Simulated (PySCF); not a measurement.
Species: fluorophosphane, FH2P.
Structure used (GFN2-xTB), in Å, numbered top down from 1:
```
atom  x, y, z in Å
F1     1.351   -0.160    0.029
P2    -0.179   -0.008    0.576
H3    -0.699   -0.913   -0.366
H4    -0.462    1.085   -0.262
```

Level of theory: PySCF, TDDFT CAM-B3LYP/def2-SVPD, vertical, gas phase, core orbitals frozen in the response.

Transition dipole moments from the ground state, in atomic units and in the frame of the coordinates above (overall signs are arbitrary), for the states with f of 0.002 or more among the lowest 7:

```
state  E (hartree)      μx      μy      μz
   S1       0.2055   0.442  -0.058   0.114
   S2       0.2772  -0.038  -0.326  -0.016
   S3       0.2793  -0.076   0.051  -0.808
   S4       0.2918   0.100   0.842   0.044
   S5       0.3565  -0.017  -0.006   0.149
   S6       0.3629   0.013   0.023  -0.411
   S7       0.3636  -0.084  -0.711  -0.038
```

Q: What oscillator strength does each state have?

A: f = (2/3) ΔE |μ|² with ΔE in hartree (27.2114 eV).

```tsv
state	|μ|² (au)	|μ| (D)	f
S1	0.212	1.17	0.029
S2	0.108	0.83	0.020
S3	0.662	2.07	0.123
S4	0.720	2.16	0.140
S5	0.022	0.38	0.005
S6	0.170	1.05	0.041
S7	0.514	1.82	0.125
```

Q: Label these states by symmetry in Cs.

A: Polarised normal to the mirror plane, so A″: S2, S4 and S7. Polarised in the mirror plane, so A′: S1, S3, S5 and S6.

Q: What angle do the transition dipoles of S1 and S4 make?

A: |cos θ| = |μa·μb| / (|μa| |μb|) = 0.00, so θ ≈ 90° (taken between 0 and 90°, since the signs are arbitrary).

Q: How is the summed strength of these states shared among x, y and z?

A: (2/3) Σ ΔE μα² gives 0.032 for x, 0.281 for y and 0.170 for z, 0.483 in all.

Q: What peak molar absorption coefficient would the strongest computed level give as a lone Gaussian band 0.5 eV wide at half height?

A: ε(max) = 2.175×10⁸ f / FWHM, with the width in cm⁻¹. S4: 2.175×10⁸ × 0.1401 / 4033 ≈ 7600 L mol⁻¹ cm⁻¹.
